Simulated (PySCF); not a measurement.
Molecule: `[NH4+]`, [H₄N]+.

Bonds (- single, = double, # triple, : aromatic): none between heavy atoms. N1 carries H2, H3, H4, H5. Formal charges: N1 +1.

Total charge +1.

Spin–spin couplings on one PBE0-D3(BJ)/def2-SVP geometry, PySCF, gas phase, non-relativistic, equivalent pairs averaged; isotopes ¹⁵N, ¹H; basis pcJ-1.

**Question.** How do the couplings (Hz) change with the functional? Times are CPU seconds on shared hosts with different chips, so compare them loosely.

**Answer.** 
| functional | functions | ¹J(N1,H2) | ²J(H2,H3) | core-s |
| --- | --- | --- | --- | --- |
| HF | 67 | -101.0 | -28.8 | 0.2 |
| LDA | 67 | -63.4 | -8.0 | 0.6 |
| PBE | 67 | -74.2 | -10.9 | 0.9 |
| KT2 | 67 | -80.2 | -16.5 | 1 |
| B3LYP | 67 | -81.2 | -13.3 | 1.2 |
| PBE0 | 67 | -77.4 | -13.4 | 0.8 |
| B97-2 | 67 | -74.4 | -12.5 | 0.8 |
| BHandHLYP | 67 | -88.1 | -17.2 | 0.8 |
| CAM-B3LYP | 67 | -80.5 | -13.5 | 1 |
